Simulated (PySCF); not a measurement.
3-thiophenethiol, C₄H₄S₂.
SMILES with atom numbers: `[SH:1][c:2]1[cH:3][cH:4][s:5][cH:6]1`

Cartesian coordinates in Å at the GFN2-xTB level; atoms count from 1:
```xyz
10
C4H4S2 angstrom
S      2.3181   -0.2113   -0.5909
C      0.6155    0.1289   -0.2821
C     -0.2279   -0.6783    0.5241
C     -1.4888   -0.1869    0.5931
S     -1.6768    1.2600   -0.3152
C     -0.0290    1.2085   -0.8019
H      2.3522   -1.3235    0.1402
H      0.0999   -1.5738    1.0214
H     -2.3259   -0.5900    1.1269
H      0.3715    1.9710   -1.4381
```

Definitions: NICS(0) = −σiso at the ring centroid; NICS(1) = −σiso and NICS(1)zz = −σzz at ±1 Å along the ring normal z. Level: GIAO PBE0/pcSseg-1 (PySCF, non-relativistic, gas phase) on the GFN2-xTB geometry, one conformer.

Ring bond lengths (Å), with Mayer bond orders in brackets: C2–C3 1.419 (1.21), C3–C4 1.355 (1.59), C4–S5 1.719 (1.19), S5–C6 1.719 (1.16), C6–C2 1.361 (1.55).

Give the NICS values of each ring in ppm.

| ring | type | NICS(0) | NICS(1), two faces | NICS(1)zz, two faces | rms pucker (Å) | centre to ring atoms, mean (Å) |
| --- | --- | --- | --- | --- | --- | --- |
| C2–C3–C4–S5–C6 | 5-membered ring with S; formal bonds all aromatic | -12.8 | -11.0 / -11.0 | -25.8 / -25.8 | 0.00 | 1.28 |

What do they say, and how far can they be read as aromaticity?

- C2–C3–C4–S5–C6: mean NICS(1)zz -25.8 ppm, shielded, aromatic by this magnetic criterion (flat ring, no four-coordinate atom).

What does the geometric index give? HOMA = 1 − mean of α(R − Ropt)² over the ring bonds, with Krygowski's 1993 parameters (CC: Ropt 1.388 Å, α 257.7 Å⁻²; CS: Ropt 1.677 Å, α 94.09 Å⁻²).

- C2–C3–C4–S5–C6: HOMA 0.79; the largest term is that of C3–C4, α(R − Ropt)² = 0.28. The geometric and the magnetic index point the same way.

What is the mean of the two in-plane components of NICS at the second NICS(1) probe listed for ring C2–C3–C4–S5–C6, 1 Å off the ring?

The isotropic value is a third of the trace: (3 × -11.0 − (-25.8))/2 = -3.6 ppm.
